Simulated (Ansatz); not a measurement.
Input file:

```yaml
crystal:
  periodic: [false, false, false]
  atoms:
    - {symbol: B, position_ang: [0.000000, 0.000000, 0.251900]}
    - {symbol: Al, position_ang: [0.000000, 0.000000, -1.688900]}
    - {symbol: H, position_ang: [0.000000, 0.000000, 1.437000]}
basis:
  gaussian: {orbitals: 6-31G}
magnetization: {spin_polarized: false, initial_magnetization: 3}
correlation: {method: fic_mrcisd_q, electrons: outside_noble_gas, active_space: {window: {electrons: 5, orbitals: 5}}}
```

```sh
$ ansatz run in.yaml --threads 1 --pin off --events-out ev --progress --plain --max-ram 2393MiB
```

Output:

```
296 factors; integrals over basis functions are off by at most 2.5e-4 eV
mean field evaluation 1: about -7265.2903 eV, gradient 7.7e0 eV
mean field evaluation 2: about -7265.2929 eV, gradient 7.7e0 eV
mean field evaluation 4: about -7266.1549 eV, gradient 1.7e0 eV
mean field evaluation 8: about -7266.2385 eV, gradient 3.2e-1 eV
mean field evaluation 16: about -7265.3277 eV, gradient 3.7e0 eV
mean field -7266.24106555 eV, -267.0294339237 hartree, gradient 1.0e-6 eV, S^2 3.750000; 2 other end points of the search recorded, 0 dependent functions left out
reference -7266.24106555 eV, -267.0294339237 hartree; 11, 8 occupied and 13, 16 virtual orbitals, 296 factors
state -7266.64211797 eV, -267.0441723283 hartree
contracted CI cycle   1: correlation 0.00000000 eV, 0.0000000000 hartree, residual 7.80e0 eV
contracted CI cycle   2: correlation -1.70184562 eV, -0.0625416731 hartree, residual 1.98e0 eV
contracted CI cycle   3: correlation -1.83245800 eV, -0.0673415894 hartree, residual 7.16e-1 eV
contracted CI cycle   4: correlation -1.85141574 eV, -0.0680382736 hartree, residual 2.90e-1 eV
contracted CI cycle   5: correlation -1.85505702 eV, -0.0681720882 hartree, residual 1.41e-1 eV
contracted CI cycle   6: correlation -1.85561640 eV, -0.0681926449 hartree, residual 6.05e-2 eV
contracted CI cycle   7: correlation -1.85569930 eV, -0.0681956914 hartree, residual 2.35e-2 eV
contracted CI cycle   8: correlation -1.85571243 eV, -0.0681961740 hartree, residual 8.75e-3 eV
contracted CI cycle   9: correlation -1.85571434 eV, -0.0681962440 hartree, residual 3.18e-3 eV
contracted CI cycle  10: correlation -1.85571459 eV, -0.0681962534 hartree, residual 1.19e-3 eV
state -7266.64211797 eV, -267.0441723283 hartree; corrected -7268.64744002 eV, -267.1178665546 hartree
state -7266.52581489 eV, -267.0398982690 hartree
contracted CI cycle   1: correlation 0.00000000 eV, 0.0000000000 hartree, residual 8.54e0 eV
contracted CI cycle   2: correlation -1.81460929 eV, -0.0666856613 hartree, residual 2.11e0 eV
contracted CI cycle   3: correlation -1.94666897 eV, -0.0715387651 hartree, residual 6.49e-1 eV
contracted CI cycle   4: correlation -1.96039473 eV, -0.0720431774 hartree, residual 2.17e-1 eV
contracted CI cycle   5: correlation -1.96211582 eV, -0.0721064263 hartree, residual 9.36e-2 eV
contracted CI cycle   6: correlation -1.96242404 eV, -0.0721177533 hartree, residual 3.92e-2 eV
contracted CI cycle   7: correlation -1.96247296 eV, -0.0721195509 hartree, residual 1.57e-2 eV
contracted CI cycle   8: correlation -1.96248089 eV, -0.0721198423 hartree, residual 5.34e-3 eV
contracted CI cycle   9: correlation -1.96248181 eV, -0.0721198764 hartree, residual 1.84e-3 eV
contracted CI cycle  10: correlation -1.96248192 eV, -0.0721198804 hartree, residual 5.93e-4 eV
state -7266.52581489 eV, -267.0398982690 hartree; corrected -7268.62944096 eV, -267.1172051012 hartree
state -7266.64211797 eV, -267.0441723283 hartree; corrected -7268.64744002 eV, -267.1178665546 hartree
2 active orbitals were swapped for others, from the solution at -7266.52581250 eV, -267.0398981811 hartree to that at -7266.64211782 eV, -267.0441723231 hartree; typed "places" are swapped only where nearly empty or full, and so, without "given_window_search", are "orbital_numbers", "shells" and a window whose orbitals a file names under [Active]
Total energy: -7268.64744002 eV, -267.1178665546 hartree
```

For the same geometry and basis full CI lies 20.5 meV lower.

Ran on 1 thread of Arm Neoverse V1, shared host: 1.4 s wall, 0.09 GiB peak host memory.
